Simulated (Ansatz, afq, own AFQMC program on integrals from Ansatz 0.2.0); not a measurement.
**Atomization energy of P2H4, singlet, worked out**

```csv
atom,x (Å),y (Å),z (Å)
P,0.3677,-1.0579,-0.0828
P,-0.3679,1.0582,0.0790
H,-0.4999,-1.5307,0.9515
H,-0.5751,-1.4009,-1.1025
H,0.5053,1.5335,-0.9496
H,0.5698,1.3978,1.1044
```

Connectivity, by distances: PH2–PH2.

Basis def2-TZVP. Noble-gas cores (and the filled d shells of Ga–Kr and In–Xe) are frozen. Ansatz 0.2.0 and our own AFQMC program on the same integrals; the CISD trial comes from CCSD amplitudes, and released means the phaseless constraint is let go. ± is one standard error of the sampling.

Total energies in eV. CBS is CCSD(T) at the limit of def2-TZVPP/QZVPP (extrapolated itself); the highest rung of each member is named.

| member | count | CCSD(T)/def2-TZVP | highest rung in def2-TZVP | which | CCSD(T)/CBS |
| --- | --- | --- | --- | --- | --- |
| P (quartet) | +2 | -9274.0048 | -9274.0303 | FCI | -9274.5665 |
| H (doublet) | +4 | -13.6005 | -13.6005 | FCI | -13.6059 |
| P₂H₄, singlet | -1 | -18617.4804 | -18617.5419 | CCSDT(Q) | -18619.5986 |

Question: Work out the best estimate of the atomization energy: the CCSD(T)/CBS difference plus the step from CCSD(T) to the highest rung.

Answer: Sums with the counts: CCSD(T)/CBS 16.0420 eV, highest rung 15.0793 eV, CCSD(T)/def2-TZVP 15.0688 eV. The step is 15.0793 − 15.0688 = 0.0105 eV, so the best estimate is 16.0420 + (0.0105) = 16.0525 eV = 370.2 kcal/mol. The basis set is worth 0.973 eV of it. Zero-point, core-correlation and spin–orbit terms aren't in it. Past Ne the Hartree–Fock part of each CBS total tends to overshoot, since the cores don't follow the formula; that largely cancels in the difference.

Best estimates are given only where the step beyond CCSD(T) is under 0.3 eV and no member's determinant is very poor (T1 over 0.05, or 0.07 for open shells, ⟨S²⟩ too high by 0.3, two states mixed), so the hardest cases are missing from such tables.

CCSDT and higher add their correlation energy to the determinant of the CCSD(T) run, since their own runs factorise the integrals more tightly (a shift of under 2 meV). Each member of a difference takes its own highest rung, so a best estimate needn't equal the limit plus the step of one row.
